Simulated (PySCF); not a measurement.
Computed with PySCF, PBE0, basis C def2-TZVP, H def2-TZVP (no relativity, density fitting). Open shells, if any, are unrestricted.

Question: What shape and geometry does isolated singlet CH₄ take (every ligand bound to C)?

Answer: Counting electrons, carbon keeps none of its valence electrons outside its bonds, so the VSEPR class is AX4 and the expected shape is tetrahedral (Td), as computed. The lowest minimum found is a singlet of Td symmetry with C–H 1.090 Å (×4); H–C–H 109.5° (×6). Its harmonic wavenumbers are 1327 (t2), 1552 (e), 3049 (a1), 3170 (t2) cm⁻¹ and its dipole moment is 0.00 D.
